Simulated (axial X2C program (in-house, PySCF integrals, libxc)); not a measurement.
# Which functional? An output for N₂

An SCF output computed with an in-house relativistic program for diatomic molecules for N₂ at 1.091 Å, two-component, state Ω = 0, N dyall-av3z [7s7p3d2f] (cores contracted in-house), without its first line:

```
basis functions 114  fitting functions 580  grid points 4338
iter        total energy     max residual
   1       -109.506038970     6.25e-05
   2       -109.506038989     4.25e-05
   3       -109.506039000     3.81e-06
   4       -109.506039001     7.17e-07
converged
one-electron -194.88992370  Coulomb 75.21524754  exact exchange -3.28078233  xc functional -10.31227311  nuclear repulsion 23.76689582  atomic mean-field constant -0.00520321
```

Which level of theory produced it?
A. TPSS
B. HF
C. B97-3
D. PBE0
E. TPSSh

D. The exact-exchange term against the functional term shows a share of 0.25 of exact exchange.
